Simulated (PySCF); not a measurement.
# SiH3O− (SMILES [O-][SiH3]) at B3LYP/STO-3G

Aim: the energy change on altering one bond length of SiH3O− at B3LYP/STO-3G, from 2 runs. Input form: a Python script.

Program for the calculation: PySCF 2.14.0.

11 further runs of the same task are left out: 2 that didn't finish, 9 set aside as unsound or not needed.

## 1. The molecule

SiH3O− has 5 atoms, charge -1, and is taken as a singlet. SMILES: `[O-][SiH3]`. The coordinates come from a GFN2-xTB relaxation.

Bond lengths: O1–Si2 1.535 Å, Si2–H3 1.516 Å, Si2–H4 1.516 Å, Si2–H5 1.516 Å. Angles: O1–Si2–H3 116.1°, O1–Si2–H4 116.1°, O1–Si2–H5 116.1°, H3–Si2–H4 102.1°, H3–Si2–H5 102.1°, H4–Si2–H5 102.1°.

## 2. The energy at B3LYP/STO-3G

input.xyz reads:

```xyz
5

O     -1.444170     0.271390     0.700100
Si    -0.082700     0.015600     0.039800
H     -0.104440    -0.247420    -1.452600
H      0.697830    -1.174610     0.561420
H      0.933480     1.135040     0.151280
```

run.py reads:

```python
from pyscf import gto, dft

molecule = gto.M(
    atom='input.xyz',
    basis='sto-3g',
    max_memory=1860,
    verbose=3,
    charge=-1,
)

myscf = dft.RKS(molecule)
myscf.xc = 'b3lyp'
myscf.grids.level = 5
myscf.conv_tol = 1e-10
myscf.kernel()
if not myscf.converged:
    myscf = myscf.newton().run(myscf.mo_coeff, myscf.mo_occ)

etot = myscf.e_tot
print('E = %.10f Eh' % etot)
```

Command:

```bash
$ OMP_NUM_THREADS=1 python run.py
```

The program printed:

```text
converged SCF energy = -361.900110899994
E = -361.9001109000 Eh
```

Wall time 2.7 s (1 thread of Arm Neoverse V1, shared host); peak memory 0.19 GiB.

## 3. The distorted shape

run.py reads:

```python
from pyscf import gto, dft

mol = gto.Mole()
mol.atom = '''
O   -2.257138  -0.624189   0.610913
Si  -0.895668  -0.879979  -0.049387
H   -0.917408  -1.142999  -1.541787
H   -0.115138  -2.070189   0.472233
H    0.933480   1.135040   0.151280
'''
mol.max_memory = 1860
mol.basis = 'sto-3g'
mol.charge = -1
mol.verbose = 3
mol.build()

ks = dft.RKS(mol)
ks.xc = 'b3lyp'
ks.grids.level = 5
ks.conv_tol = 1e-10
ks.kernel()
if not ks.converged:
    ks = ks.newton().run(ks.mo_coeff, ks.mo_occ)

e_final = ks.e_tot
print('E(%s) = %.9f' % ('B3LYP', e_final))
```

Command:

```bash
$ OMP_NUM_THREADS=1 python run.py
```

The program printed:

```text
converged SCF energy = -361.784897659888
E(B3LYP) = -361.784897660
```

Wall time 3.3 s (1 thread of Arm Neoverse V1, shared host); peak memory 0.19 GiB.

## 4. What came out

Level: B3LYP/STO-3G.

| quantity | value |
| --- | --- |
| first shape: total energy | -361.90011 Eh |
| first shape: HOMO energy | 6.84 eV |
| first shape: LUMO energy | 16.61 eV |
| first shape: HOMO–LUMO gap (to an unbound level, set by the basis) | 9.77 eV |
| distorted shape: total energy | -361.78490 Eh |
| distorted shape: HOMO energy | 5.56 eV |
| distorted shape: LUMO energy | 9.14 eV |
| distorted shape: HOMO–LUMO gap (to an unbound level, set by the basis) | 3.57 eV |
| energy change with the Si2–H5 bond stretched from 1.516 to 2.729 Å | 3.135 eV |

What this shows: With the Si2–H5 bond stretched from 1.516 to 2.729 Å the energy rises by 3.14 eV (302 kJ/mol). The first shape isn't relaxed at this level, so the change isn't measured from a minimum. The minimal basis adds a large error of its own. The HOMO (first shape) lies at positive energy, 6.84 eV; only total energies tell whether the electron is bound. The HOMO (distorted shape) lies at positive energy, 5.56 eV; only total energies tell whether the electron is bound.
